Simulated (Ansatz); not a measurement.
# CH₄N (quartet): the correlation ladder at distance C1–H5 along a hydrogen transfer = 1.414 Å, cc-pVDZ

Aim: climb from Hartree-Fock through coupled cluster and multireference methods for CH₄N (quartet) at one geometry and basis, and see what each rung misses.

Program: Ansatz 0.2.0, Gaussian basis. Level of theory: cc-pVDZ, core rule «outside noble gas», up to 2 orbitals frozen. These are calculated values, not measurements.

The runs, in order: UHF; CCSD(T) on ROHF; CCSD(T) on UHF; BCCD(T) on ROHF; CISD; CCSDT(Q) on ROHF; CCSDT(Q) on UHF; CASSCF and MRCISD+Q, 5 electrons in 5 orbitals; CASSCF and NEVPT2, 5 electrons in 5 orbitals.

5 further runs of the same task are left out: 3 that didn't finish, 2 set aside as unsound or not needed.

### Step 1. What is computed

The geometry derives from fragments relaxed apart (PBE0/def2-TZVP) and kept rigid, so it is no stationary point. A hydrogen atom is moved between rigid fragments.

6 atoms, charge 0, spin multiplicity 4.

Atoms are counted from 1 here; the program's logs count them from 0.

Bond lengths: C1–H2 1.090 Å, C1–H3 1.090 Å, C1–H4 1.090 Å, H5–N6 1.284 Å. Angles: H2–C1–H3 109.5°, H2–C1–H4 109.5°, H3–C1–H4 109.5°.

### Step 2. UHF

in.yaml reads:

```yaml
crystal:
  periodic: [false, false, false]
  atoms:
    - {symbol: C, position_ang: [-1.268489, 0.000000, 0.000000]}
    - {symbol: H, position_ang: [-1.631695, 1.027301, 0.000000]}
    - {symbol: H, position_ang: [-1.631695, -0.513650, 0.889668]}
    - {symbol: H, position_ang: [-1.631695, -0.513650, -0.889669]}
    - {symbol: H, position_ang: [0.145511, 0.000000, 0.000000]}
    - {symbol: N, position_ang: [1.429511, 0.000000, 0.000000]}
basis:
  gaussian: {orbitals: cc-pVDZ}
magnetization: {spin_polarized: true, initial_magnetization: 3}
hamiltonian: {xc: hf}
output: {orbitals: {seedname: orbitals}}
```

Started as:

```
ansatz run in.yaml --threads 1 --pin off --events-out ev --progress --plain --max-ram 2393MiB
```

After this run come: CCSD(T) on ROHF; CCSD(T) on UHF; BCCD(T) on ROHF; CISD; CCSDT(Q) on ROHF; CCSDT(Q) on UHF; CASSCF and MRCISD+Q, 5 electrons in 5 orbitals; CASSCF and NEVPT2, 5 electrons in 5 orbitals.

**Question.** What will the summary of the whole plan be? Wanted: UCCSDT(Q) below the RHF energy; RMP2 from UCCSDT(Q); UMP2 from UCCSDT(Q); RCCSD from UCCSDT(Q); RCCSD(T) from UCCSDT(Q); UCCSD(T) from UCCSDT(Q); RCCSDT(Q) from UCCSDT(Q); NEVPT2 pair from UCCSDT(Q); MRCISD+Q pair from UCCSDT(Q).

The runs gave:

```
                         quantity                                                   value
   UCCSDT(Q) below the RHF energy                                              -8.4921 eV
              RMP2 from UCCSDT(Q)                                             +1326.0 meV
              UMP2 from UCCSDT(Q)                                             +1365.1 meV
             RCCSD from UCCSDT(Q)                                              +219.3 meV
          RCCSD(T) from UCCSDT(Q)                                               +34.1 meV
          UCCSD(T) from UCCSDT(Q)                                               +34.0 meV
         RCCSDT(Q) from UCCSDT(Q)                                                +1.8 meV
       NEVPT2 pair from UCCSDT(Q)                                             +1238.8 meV
     MRCISD+Q pair from UCCSDT(Q)                                               +69.4 meV
levels within 1 kcal/mol (43 meV)  RCCSD(T), UCCSD(T), BCCD(T), RCCSDT, UCCSDT, RCCSDT(Q)
                    T1 diagnostic                                                   0.029
```

In words: RCCSD(T) misses by +34.1 meV, 0.4 % of the correlation energy. Of the multireference levels listed MRCISD+Q pair comes nearest in total energy (+69.4 meV), which doesn't show that its space is the better one. These misses are within one basis, not against nature; the frozen cores of restricted and unrestricted runs differ, which can shift their rows.
